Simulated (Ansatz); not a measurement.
Compare A (`C=CC(=C)O`) with its isomer B (`C=C=CCO`).

Program: Ansatz. Geometries: PBE0-D4/def2-TZVP. ΔE: electronic, gas phase. CBS: MP2 limit from def2 TZ/QZ plus the TZ coupled-cluster correction, frozen cores. Functionals use def2-TZVPP. B3LYP here is the variant with VWN-RPA as its local correlation; programs differ in this. Each species was taken in one conformer, which may not be the lowest.

Which is lower in electronic energy at CCSD(T)/CBS, and by how much? (An estimate is asked.)

Ansatz gave: A, by 20.0 kcal/mol.

Give E(B) − E(A) in kcal/mol with ωB97M-V, CCSD(T)/def2-TZVPP, B3LYP, B3LYP-D4, PBE0-D4, B2PLYP, PBE-D4. (An estimate is asked.)

Computed: ωB97M-V 19.1, CCSD(T)/def2-TZVPP 20.0, B3LYP 18.7, B3LYP-D4 19.5, PBE0-D4 19.6, B2PLYP 19.5, PBE-D4 19.2. None reverses the order clearly.

Largest T1 diagnostic: 0.012.

The D4 term adds +0.8 kcal/mol with B3LYP and +0.4 kcal/mol with PBE0; it sums over pairs of atoms, weighted by their polarisabilities, and B3LYP, whose exchange is more repulsive, gets the larger term.
